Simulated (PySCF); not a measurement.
All values below come from TPSSh-D3(BJ)/def2-TZVP // r2SCAN-D4/def2-SVP run with PySCF. Gas-phase values, no solvent. 

Reference species (SMILES): `[OH]` (neutral, multiplicity 2).

```json
{
  "highest_occupied_spin_orbital": "-8.09 eV",
  "dipole_moment": "1.75 D"
}
```

Changed species: `[NH2]` (free radical NH2; the reference has free radical OH).

### Question
Give the shifts of the highest occupied spin orbital and dipole moment.

### Answer
the highest occupied spin orbital goes up by 0.15 eV, to -7.94 eV; the dipole moment goes up by 0.19 D, to 1.94 D.
